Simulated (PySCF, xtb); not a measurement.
hydrazine (H4N2), SMILES NN.

Harmonic wavenumbers (cm⁻¹) from GFN2-xTB run with xtb at its own minimum, in rising order: 360, 912, 994, 1144, 1205, 1264, 1552, 1571, 3251, 3267, 3374, 3382.

**Question.** What does PBE-D3(BJ)/def2-TZVP (PySCF) give at its own minimum? (Estimate from the structure and the level; the computed values follow.)

**Answer.** 436, 766, 964, 1099, 1260, 1292, 1624, 1638, 3343, 3355, 3454, 3461. Paired by order, the mean absolute difference is 72 cm⁻¹ and the zero-point energies are 31.8 and 32.4 kcal/mol.
